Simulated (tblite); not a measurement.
# CH3FN2: the cost of one run

Programs: tblite 0.8.0 and PySCF 2.14.0. All values are calculated, for the isolated system unless a continuum is named. Atoms count from 0, parts from 1.

## 1. Starting point

7 atoms, charge 0, multiplicity 1; geometry: rigid parts in contact. Parts: 1 = atoms 0–4, `CF`, charge 0; 2 = atoms 5–6, `N#N`, charge 0.

## 2. Bringing the parts together with GFN2-xTB

What the job is given:

```
{"job": {"kind": "dock", "xc": "GFN2-xTB", "basis": "xTB"}, "charge": 0, "multiplicity": 1, "parts": [{"atoms": "0-4", "charge": 0, "multiplicity": 1}, {"atoms": "5-6", "charge": 0, "multiplicity": 1}]}
C     -0.068932     0.006919    -0.008889
F      1.277470    -0.127705     0.164435
H     -0.536059     0.031354     0.976277
H     -0.423111    -0.848747    -0.584936
H     -0.249368     0.938179    -0.546886
N      1.253497     3.302968    -1.436394
N      0.268099     3.214056    -0.959756
```

With the program's defaults for keys left out, this is: GFN2-xTB search for minima from random contacts, gas phase.

Started as:

```console
$ OMP_NUM_THREADS=1 python cluster_run.py task.json out
```

This one command runs all jobs of the session in turn.

Q: Estimate the wall time of this first job on 1 thread of Arm Neoverse V1, shared host.

About 3.2 s.
